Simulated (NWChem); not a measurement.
System: F cation, triplet

Here is an NWChem input.

```
start job
memory heap 200 mb stack 900 mb global 1100 mb
charge 1
geometry units angstroms noautoz
  F      0.000000     0.000000     0.000000
end
basis spherical
  F library def2-tzvp
end
dft
  odft
  mult 3
  xc xcamb88 1.00 lyp 1.0 hfexch 1.00
  cam 0.33 cam_alpha 0.0 cam_beta 1.0
  iterations 150
  mulliken
end
task dft energy
```

The open p shell is one determinant without spherical averaging. No stability test was run on the SCF state.

Predict the main results of this run. (LC-BLYP (range parameter 0.33 per bohr)/def2-TZVP, spin-unrestricted.) Quantities: energy (Ha); highest occupied level (eV); lowest empty minus highest occupied level, either spin (eV); <S²>.


```
Quantity                                                      Value
-----------------------------------------------------------  ------
energy (Ha)                                                  -98.96
highest occupied level (eV)                                  -31.02
lowest empty minus highest occupied level, either spin (eV)    9.95
<S²>                                                           2.00
```
